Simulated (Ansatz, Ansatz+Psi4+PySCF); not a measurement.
```yaml
atoms:
  - { symbol: Sc, position_ang: [-0.0411, 0.0284, 0.0023] }
  - { symbol: F, position_ang: [1.7847, 0.0285, -0.0169] }
  - { symbol: F, position_ang: [-0.9022, 1.6266, -0.0077] }
  - { symbol: F, position_ang: [-0.9060, -1.5912, -0.0480] }
```

Basis set: cc-pVTZ (spherical functions). Correlated methods keep 8 orbitals frozen. Charge 0, multiplicity 1.

Computed with Ansatz (development build ahead of 0.2.0); each method stands on the lowest determinant of its kind that the runs found. Restricted open shells among the atoms or ions are ROHF, correlated in semicanonical orbitals with singles.

(1) Give the atomization energy at this shape (free ground-state atoms in the same class of orbitals less the molecule, no zero-point energy) of singlet ScF3 by RHF-MP2, RHF.

## Answers

(1)

```csv
method,atomization energy
RHF-MP2,20.28 eV
RHF,14.74 eV
```
